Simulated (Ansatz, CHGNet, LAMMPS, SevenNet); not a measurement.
# Ladder of methods for the elastic constant C12 of fluorite CeO2

Reference value: 105 GPa (measured, temperature not stated, no zero-point or thermal correction; as tabulated in Atomistic and experimental study on thermal conductivity of bulk and porous …).

What do ionic model lewis1985b, ionic model woodley1999, CHGNet-r²SCAN, SevenNet-0, LDA, PBE, PBEsol, r²SCAN give, and how far is each from the reference?


```csv
level (code),value (GPa),cell (Å³/atom),difference (%)
"ionic model lewis1985b (shell model, LAMMPS)",94.3,13.47,-10.2
"ionic model woodley1999 (rigid ions, LAMMPS)",111,13.20,+5.7
CHGNet-r²SCAN (CHGNet),142,13.38,+35
SevenNet-0 (SevenNet),106,13.60,+1.0
LDA (Ansatz),121,12.82,+15.2
PBE (Ansatz),94.6,13.59,-9.9
PBEsol (Ansatz),109,13.11,+3.8
r²SCAN (Ansatz),106,13.39,+1.0
```

Leaving aside ionic model lewis1985b, ionic model woodley1999, which can be fitted to such values or carry a doubt: The reference's temperature isn't stated, so close values are not ranked against it. Off by more than 25 % (a bound picked here): CHGNet-r²SCAN (+35 %).

The reference has no zero-point or thermal correction, while the calculations are for a static lattice, so the differences are not the levels' errors alone.  Each level is taken at its own relaxed cell. Cutoffs differ between the levels. Ansatz's density-functional and Hartree–Fock values are scalar-relativistic unless marked +SOC, with PAW data made under PBE.

Empirical potentials (ionic model lewis1985b, ionic model woodley1999) are fitted to chosen data, which need not cover the solid at hand: agreement can be built in, and what lay outside the fit can be far off. Machine-learned potentials (CHGNet-r²SCAN, SevenNet-0) are trained on DFT data, which may include these solids.

Differences are worked out from the printed values.

Ansatz is an electronic-structure program.
